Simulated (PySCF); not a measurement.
**Vibration and rotation of PN⁺**

ROHF-CCSD(T) constants of PN⁺, ²Σ⁺ (doublet), unpaired electrons σ ↑ (P 6-31G(d,p), N 6-31G(d,p); no relativity (PySCF 2.14); masses 30.9738 and 14.0031 u):

```
ωe              : 1272.8 cm⁻¹
ωexe            : 8.23 cm⁻¹
Be              : 0.76786 cm⁻¹
αe              : 0.00605 cm⁻¹
D (centrifugal) : 1.12e-06 cm⁻¹
De to P⁺ + N    : 3.95 eV
```

Give the vibrational terms G(v) and spacings up to v = 6.

G(v) = ωe(v+½) − ωexe(v+½)².

```
v  G(v) (cm⁻¹)  G(v) − G(v−1)  Bv (cm⁻¹)
0        634.3                    0.7648
1       1890.7         1256.3     0.7588
2       3130.6         1239.9     0.7527
3       4354.0         1223.4     0.7467
4       5560.9         1207.0     0.7406
5       6751.4         1190.5     0.7346
6       7925.5         1174.0     0.7285
```

How well does the Morse estimate ωe²/(4ωexe) reproduce De, and what is D0?

It gives 6.10 eV, 154 % of the computed De. D0 = De − G(0) = 3.95 − 0.08 = 3.87 eV.

Correlated steps freeze 6 core orbitals. Correlated levels converge slowly with the basis: in double zeta they bind strong bonds too weakly, by up to about 1 eV, and carry superposition errors of some tenths. For an ion De counts to the pair picked by the measured ionisation energies or electron affinities, which need not be the lowest pair at this level. The CCSD T1 diagnostic is raised, a sign that a single reference may not be enough here. The state is the lowest determinant that a PBE0 search found; another state may lie lower at other levels.
